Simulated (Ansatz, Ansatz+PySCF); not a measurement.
```xyz
3

O     0.0000    0.8387   -0.7152
H     0.0000    1.5947   -0.1097
Cl    0.0000   -0.4885    0.3430
```

RHF on singlet HClO was run in several spherical basis sets with Ansatz (development build ahead of 0.2.0).

(1) Rank the basis sets by the total energy that they give, lowest first, with the distance from the lowest.
A. 6-31G(d)
B. cc-pVTZ
C. def2-SVP

Results:

(1) B (0.00 eV), A (2.20 eV), C (7.21 eV).

Totals follow the description of the cores as much as that of the bonds, so this order isn't one of quality for chemistry.
